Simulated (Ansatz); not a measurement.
**C₃H₃FOS: how energies converge with the basis set**

An exercise on one series of results from a longer session: the logs are not shown, and one member is left open.

The runs use Ansatz 0.2.0, Gaussian basis; one geometry, several basis sets.

The runs, in order: PBE0-D4/def2-SVP; ωB97M-V/def2-SVP; PBE0-D4/def2-QZVPP; ωB97M-V/def2-QZVPP; the functionals' def2-TZVPP values are taken from earlier runs.

**The relaxed structure**

An earlier PBE0-D4 in a triple-zeta def2 set relaxation fixed the geometry.

SMILES `C#CC(O)(F)S`, 9 atoms, charge 0, spin multiplicity 1.

Atoms are counted from 1 here; the program's logs count them from 0.

Bond lengths: C1–C2 1.197 Å, C1–H7 1.065 Å, C2–C3 1.456 Å, C3–O4 1.365 Å, C3–F5 1.379 Å, C3–S6 1.836 Å, O4–H8 0.966 Å, S6–H9 1.342 Å. Angles: C2–C1–H7 179.6°, C1–C2–C3 178.5°, C2–C3–O4 109.7°, C2–C3–F5 108.5°, C2–C3–S6 112.0°, O4–C3–F5 110.1°, O4–C3–S6 108.7°, F5–C3–S6 107.8°, C3–O4–H8 107.9°, C3–S6–H9 95.1°.

Coordinates:

```mol
C3H3FOS
  3D, bonds by distance, orders not assigned

  9  8  0  0  0  0  0  0  0  0999 V2000
    1.4574    0.9410    1.3045 C   0  0
    0.7278    0.3147    0.5913 C   0  0
   -0.1654   -0.4166   -0.2963 C   0  0
   -0.4471   -1.6400    0.2398 O   0  0
    0.4577   -0.5666   -1.5174 F   0  0
   -1.7420    0.4810   -0.5785 S   0  0
    2.1057    1.4933    1.9436 H   0  0
   -1.1005   -2.0695   -0.3269 H   0  0
   -1.2052    1.4164   -1.3772 H   0  0
  1  2  8  0
  2  3  8  0
  3  4  8  0
  3  5  8  0
  3  6  8  0
  1  7  8  0
  4  8  8  0
  6  9  8  0
M  END
```

Set-up of the first run:

Input file in.yaml:

```yaml
crystal:
  periodic: [false, false, false]
  atoms:
    - {symbol: C, position_ang: [1.457418, 0.941006, 1.304509]}
    - {symbol: C, position_ang: [0.727766, 0.314660, 0.591338]}
    - {symbol: C, position_ang: [-0.165415, -0.416606, -0.296278]}
    - {symbol: O, position_ang: [-0.447148, -1.640009, 0.239778]}
    - {symbol: F, position_ang: [0.457660, -0.566612, -1.517365]}
    - {symbol: S, position_ang: [-1.742041, 0.481017, -0.578487]}
    - {symbol: H, position_ang: [2.105664, 1.493286, 1.943564]}
    - {symbol: H, position_ang: [-1.100453, -2.069480, -0.326933]}
    - {symbol: H, position_ang: [-1.205151, 1.416437, -1.377225]}
basis:
  gaussian: {orbitals: def2-SVP}
hamiltonian: {xc: pbe0, dispersion: d4}
output: {orbitals: {seedname: orbitals}}
```

Launch:

```bash
$ ansatz run in.yaml --threads 4 --pin off --events-out ev --progress --plain --max-ram 10444MiB
```

Steps of the session up to this table: PBE0-D4 in def2-SVP; ωB97M-V in def2-SVP; PBE0-D4 in def2-QZVPP; ωB97M-V in def2-QZVPP.

One table of the session follows, with a row left open; its other results are not shown here.

It belongs to the step «Functionals by basis». 

```
functional       basis  HOMO (eV)
   PBE0-D4    def2-SVP      -7.42
   PBE0-D4  def2-TZVPP      -7.56
   PBE0-D4  def2-QZVPP          ?
   ωB97M-V    def2-SVP      -9.62
   ωB97M-V  def2-TZVPP      -9.78
   ωB97M-V  def2-QZVPP      -9.83
```

Estimate the missing values for PBE0-D4, def2-QZVPP.

As computed: HOMO (eV): -7.60. In the column «HOMO (eV)» it lies between ωB97M-V, def2-SVP (-9.62) and PBE0-D4, def2-TZVPP (-7.56).
